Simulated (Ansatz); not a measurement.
## Dissociation curves of H2O+ (SMILES [OH2+])

H2O+: 3 atoms, total charge +1, spin state doublet. SMILES: `[OH2+]`. The shape is that of a GFN2-xTB optimisation.

```xyz
3

O    -0.2577    0.1704   -0.1197
H     0.4900    0.6583    0.3406
H    -0.2323   -0.8287   -0.2209
```

The O1–H2 distance is scanned; the parts on either side stay rigid. Basis 3-21G, 1 core orbital frozen in the correlated methods; program Ansatz 0.2.0. FCI is exact within this basis and core. Energies in eV from each method's value at 1.005 Å; open shells run as named. The shape above is that at 1.005 Å.

```
distance (Å)  UPBE  U-revPBE  UCAM-B3LYP  UHSE06  UMP2  UCCSD(T)   FCI
       1.005  0.00      0.00        0.00    0.00  0.00      0.00  0.00
       1.256  0.43      0.43        0.53    0.54  0.60      0.55  0.55
       1.507  1.42      1.41        1.61    1.64  1.80      1.66  1.65
       2.009  2.92      2.89        3.31    3.26  3.98      3.54  3.50
       2.511  3.48      3.42        4.09    3.91  4.65      4.52  4.47
```

Departure from the FCI curve at its largest: UPBE -0.99 eV at 2.51 Å; U-revPBE -1.05 eV at 2.51 Å; UCAM-B3LYP -0.38 eV at 2.51 Å; UHSE06 -0.56 eV at 2.51 Å; UMP2 +0.47 eV at 2.01 Å; UCCSD(T) +0.05 eV at 2.51 Å. For the functionals part of the departure is owed to the small basis.
